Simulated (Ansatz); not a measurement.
**C₆H₆O: how energies converge with the basis set**

Aim: see how fast density functionals converge with the basis set for C₆H₆O.

Program: Ansatz 0.2.0, Gaussian basis. Level of theory: one geometry, several basis sets. These are calculated values, not measurements.

Plan: PBE0-D4/def2-SVP; ωB97M-V/def2-SVP; PBE0-D4/def2-QZVPP; ωB97M-V/def2-QZVPP; the functionals' def2-TZVPP values are taken from earlier runs.

## 1. The relaxed structure

An earlier PBE0-D4 in a triple-zeta def2 set relaxation fixed the geometry.

13 atoms, charge 0, spin multiplicity 1.

Atoms are counted from 1 here; the program's logs count them from 0.

Bond lengths: O1–C2 1.214 Å, C2–C3 1.461 Å, C2–C7 1.517 Å, C3–C4 1.344 Å, C3–H8 1.084 Å, C4–C5 1.448 Å, C4–H9 1.086 Å, C5–C6 1.336 Å, C5–H10 1.084 Å, C6–C7 1.485 Å, C6–H11 1.085 Å, C7–H12 1.097 Å, C7–H13 1.098 Å. Angles: O1–C2–C3 122.4°, O1–C2–C7 120.7°, C3–C2–C7 117.0°, C2–C3–C4 121.2°, C2–C3–H8 116.7°, C4–C3–H8 122.1°, C3–C4–C5 122.7°, C3–C4–H9 119.4°, C5–C4–H9 117.9°, C4–C5–C6 120.6°, C4–C5–H10 118.7°, C6–C5–H10 120.7°, C5–C6–C7 121.7°, C5–C6–H11 120.6°, C7–C6–H11 117.8°, C2–C7–C6 117.0°, C2–C7–H12 107.3°, C2–C7–H13 107.2° and more.

Geometry (Å):

```csv
atom,x (Å),y (Å),z (Å)
O1,0.54688,-2.51569,0.45238
C2,0.27132,-1.34355,0.29858
C3,-0.37195,-0.54774,1.34126
C4,-0.67254,0.74743,1.14227
C5,-0.38314,1.43497,-0.09918
C6,0.20732,0.79235,-1.11017
C7,0.58985,-0.63883,-1.00664
H8,-0.59338,-1.05441,2.27325
H9,-1.15185,1.31201,1.93635
H10,-0.65474,2.48007,-0.19033
H11,0.42419,1.30804,-2.04020
H12,0.12165,-1.21764,-1.81272
H13,1.66639,-0.75700,-1.18485
```

## 2. PBE0-D4 in def2-SVP

in.yaml

```yaml
crystal:
  periodic: [false, false, false]
  atoms:
    - {symbol: O, position_ang: [0.546884, -2.515694, 0.452381]}
    - {symbol: C, position_ang: [0.271325, -1.343547, 0.298582]}
    - {symbol: C, position_ang: [-0.371952, -0.547740, 1.341261]}
    - {symbol: C, position_ang: [-0.672540, 0.747427, 1.142269]}
    - {symbol: C, position_ang: [-0.383137, 1.434967, -0.099181]}
    - {symbol: C, position_ang: [0.207317, 0.792350, -1.110169]}
    - {symbol: C, position_ang: [0.589851, -0.638834, -1.006638]}
    - {symbol: H, position_ang: [-0.593381, -1.054409, 2.273245]}
    - {symbol: H, position_ang: [-1.151851, 1.312009, 1.936346]}
    - {symbol: H, position_ang: [-0.654737, 2.480071, -0.190330]}
    - {symbol: H, position_ang: [0.424189, 1.308044, -2.040204]}
    - {symbol: H, position_ang: [0.121648, -1.217641, -1.812715]}
    - {symbol: H, position_ang: [1.666385, -0.757003, -1.184846]}
basis:
  gaussian: {orbitals: def2-SVP}
hamiltonian: {xc: pbe0, dispersion: d4}
output: {orbitals: {seedname: orbitals}}
```

The run is started by

```
$ ansatz run in.yaml --threads 2 --pin off --events-out ev --progress --plain --max-ram 32768MiB --backend cpu
```

Further steps of the session: ωB97M-V in def2-SVP; PBE0-D4 in def2-QZVPP; ωB97M-V in def2-QZVPP.

**Question.** What will the summary of the whole plan be? Wanted: PBE0-D4: double and triple zeta above quadruple; ωB97M-V: double and triple zeta above quadruple.

As calculated:

| quantity | value |
| --- | --- |
| PBE0-D4: double and triple zeta above quadruple | 9.59, 0.44 eV |
| ωB97M-V: double and triple zeta above quadruple | 9.94, 0.41 eV |

What this shows: For PBE0-D4 the step from double to triple zeta gains 9.15 eV and the next only 0.44 eV. Total energies overstate the basis error of differences, where much of it tends to cancel.
